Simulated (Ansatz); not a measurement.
A crystal in the antifluorite structure was computed with PBE in Ansatz (plane waves, PAW datasets (generated soft set 1); cutoff 420 eV), no spin polarisation, no spin–orbit coupling, Fermi–Dirac smearing of 0.061 eV, k-spacing 0.06 Å⁻¹. It has a₀ = 5.507 Å and B₀ = 212 GPa.

(1) Which is it?
A. Ga2O
B. Se2O
C. Eu2O
D. Ba2O
E. W2O

## Answers

(1) E. The five: W2O 5.507 Å, 212 GPa; Ba2O 6.836 Å, 35 GPa; Eu2O 5.846 Å, 83 GPa; Se2O 5.844 Å, 84 GPa; Ga2O 5.964 Å, 49 GPa.

Model structures, not the usual forms at ambient conditions (metastable or hypothetical): W2O, Ba2O, Eu2O, Se2O, Ga2O. The open f shell of Eu2O is treated without spin here, so this is a model state and not the ground state.
